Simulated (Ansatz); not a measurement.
**AlNH+ (triplet): wave-function methods side by side, cc-pVDZ**

One table from this session's results is given with a row withheld; the runs are named, their logs left out.

Program: Ansatz 0.2.0, Gaussian basis. Level of theory: cc-pVDZ, core rule «outside noble gas», up to 6 orbitals frozen. These are calculated values, not measurements.

The runs, in order: UHF; CCSD(T) on ROHF; CCSD(T) on UHF; BCCD(T) on ROHF; CISD; CCSDT(Q) on ROHF; CCSDT(Q) on UHF.

32 further runs of the same task are left out: 8 for a known fault of the program, 7 that didn't finish, 17 set aside as unsound or not needed.

## What is computed

The geometry is a PBE0/def2-TZVP stationary point (not a proven minimum) of the parent state, kept for this charge and spin.

3 atoms, charge 1, spin multiplicity 3.

Atoms are counted from 1 here; the program's logs count them from 0.

Bond lengths: Al1–N2 1.919 Å, Al1–H3 1.612 Å. Angles: N2–Al1–H3 112.5°.

The first run:

in.yaml

```yaml
crystal:
  periodic: [false, false, false]
  atoms:
    - {symbol: Al, position_ang: [0.000000, -0.104664, 0.617425]}
    - {symbol: N, position_ang: [0.000000, 0.107524, -1.289743]}
    - {symbol: H, position_ang: [0.000000, 1.307572, 1.394905]}
basis:
  gaussian: {orbitals: cc-pVDZ}
total_charge: 1
magnetization: {spin_polarized: true, initial_magnetization: 2}
hamiltonian: {xc: hf}
output: {orbitals: {seedname: orbitals}}
```

Launch:

```sh
$ ansatz run in.yaml --threads 1 --pin off --events-out ev --progress --plain --max-ram 2393MiB
```

Steps of the session up to this table: UHF; CCSD(T) on ROHF; CCSD(T) on UHF; BCCD(T) on ROHF; CISD; CCSDT(Q) on ROHF; CCSDT(Q) on UHF.

One of the session's tables, all rows but one given; the rest of the session is left out.

| method | from RCCSDT(Q) (meV) |
| --- | --- |
| ROHF | +5227.4 |
| UHF | +4634.5 |
| RMP2 | +1126.0 |
| UMP2 | +1405.9 |
| CISD | +515.7 |
| RCCSD | +225.7 |
| UCCSD | +213.6 |
| RCCSD(T) | +60.4 |
| UCCSD(T) | ? |
| BCCD(T) | +68.5 |
| RCCSDT | +15.2 |
| UCCSDT | +13.2 |
| RCCSDT(Q) | 0 |
| UCCSDT(Q) | -3.2 |

**Question.** Estimate the row for UCCSD(T).

**Answer.** from RCCSDT(Q) (meV): +82.8. In the column «from RCCSDT(Q) (meV)» it lies between BCCD(T) (+68.5) and UCCSD (+213.6).

Among the levels timed on like hardware and quicker than the yardstick, those that no quicker one beats, quickest first: CISD (1.1 s, +515.7 meV); BCCD(T) (3.2 s, +68.5 meV); RCCSD(T) (3.8 s, +60.4 meV).

Caveats from the session: The determinant is far from a pure spin state, so its energy mixes those of several spin states (harmless only where they are near-degenerate, as at dissociation). Restricted and unrestricted rows rest on different reference determinants; where their highest levels disagree by more than a few hundredths of an eV, they describe different states and don't form one ladder.
